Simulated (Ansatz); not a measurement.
## hcp Os

These are r²SCAN (Ansatz, an electronic-structure program, plane waves, PAW) values and carry that method's errors.

Numerical settings: plane-wave cutoff 500 eV, 4×4×3 k mesh (along the axes of the cell as run), Fermi–Dirac smearing 0.1 eV, cell of 96 sites, scalar-relativistic PAW data made under PBE.

Cell: relaxed at this level.

| Item | Result |
|---|---|
| vacancy formation energy | 3.40 eV |
| vacancy formation energy before relaxation | 3.42 eV |

Note: energies are extrapolated to zero smearing, and mesh and cell size move such values by some hundredths of an eV or more.

Spin–orbit coupling is not included.

Static lattice: no zero-point or thermal effects.
